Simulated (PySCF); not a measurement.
Molecule: `O=C(F)C1CC1`, C4H5FO.

Atom-mapped SMILES (the numbers label the heavy atoms): `[O:1]=[C:2]([F:3])[CH:4]1[CH2:5][CH2:6]1`. Each H is labelled by its parent atom. Ha(C5), Ha(C6) are cis to C2 on the ring; Hb(C5), Hb(C6) are trans to C2 on the ring.

Spin–spin couplings on one PBE0-D3(BJ)/def2-SVP geometry, PySCF, gas phase, non-relativistic, equivalent pairs averaged (spin–dipole term only in couplings to heteroatoms); isotopes $^{1}$H; basis pcJ-1.

Reference values (Hz): $^{3}J$(H(C4),Hb(C5)) = 8.0 (measured; solution (compiled); Pretsch, Buehlmann, Badertscher, Structure Determination of Organic Compounds, 4th ed., Springer 2009); $^{3}J$(H(C4),Ha(C5)) = 4.6 (measured; solution (compiled); Pretsch, Buehlmann, Badertscher, Structure Determination of Organic Compounds, 4th ed., Springer 2009); $^{2}J$(Hb(C5),Ha(C5)) = -4.5 (measured; solution (compiled); Pretsch, Buehlmann, Badertscher, Structure Determination of Organic Compounds, 4th ed., Springer 2009).

How do the couplings (Hz) change with the functional? Times are CPU seconds on 1 thread of an Arm Neoverse V2, shared host.

## Answers


| functional | functions | $^{3}J$(H(C4),Hb(C5)) | $^{3}J$(H(C4),Ha(C5)) | $^{2}J$(Hb(C5),Ha(C5)) | mean abs. error | core-s |
| --- | --- | --- | --- | --- | --- | --- |
| LDA | 212 | 7.3 | 4.1 | -2.3 | 1.1 | 13 |
| PBE | 212 | 8.6 | 4.9 | -4.0 | 0.5 | 18 |
| KT2 | 212 | 10.4 | 6.2 | -5.9 | 1.8 | 19 |
| PBE0 | 212 | 8.6 | 4.9 | -5.7 | 0.7 | 19 |
| B97-2 | 212 | 8.0 | 4.5 | -4.5 | 0.0 | 19 |
| CAM-B3LYP | 212 | 9.0 | 4.9 | -5.0 | 0.6 | 29 |

Errors compare magnitudes, without vibrational corrections, and the largest couplings weigh most in the mean. Closest: B97-2; furthest: KT2.
